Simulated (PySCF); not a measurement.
Bonds (- single, = double, # triple, : aromatic): C1=C2, C2-S3, S3-C4, C4#N5. C1 carries H6, H7; C2 carries H8. H6 is cis to S3; H7 is trans to S3.

GIAO shifts from PySCF on PBE0-D3(BJ)/def2-TZVP geometries (one conformer, non-relativistic, equivalent nuclei averaged), against TMS at the same level and in the same medium; PCM means IEF-PCM chloroform.

Measured (solution, not stated per compound (mostly CDCl3 or CCl4); Pretsch, Buehlmann, Badertscher, Structure Determination of Organic Compounds, 4th ed. (2009)): H8 6.19, H7 5.70, H6 5.66 ppm.

**Question.** Which unscaled values do B97-2/pcSseg-2, gas; WP04/pcSseg-2, PCM; wB97X-D/pcSseg-2, PCM give, and how close are they?

**Answer.** 
```json
{"atoms": "H8", "measured": "6.19", "B97-2/pcSseg-2, gas": "6.03", "WP04/pcSseg-2, PCM": "5.99", "wB97X-D/pcSseg-2, PCM": "6.33"}
{"atoms": "H7", "measured": "5.70", "B97-2/pcSseg-2, gas": "5.88", "WP04/pcSseg-2, PCM": "5.88", "wB97X-D/pcSseg-2, PCM": "6.15"}
{"atoms": "H6", "measured": "5.66", "B97-2/pcSseg-2, gas": "6.14", "WP04/pcSseg-2, PCM": "5.94", "wB97X-D/pcSseg-2, PCM": "6.22"}
```

Mean absolute error for 1H: B97-2/pcSseg-2, gas 0.27, WP04/pcSseg-2, PCM 0.22, wB97X-D/pcSseg-2, PCM 0.38 ppm.
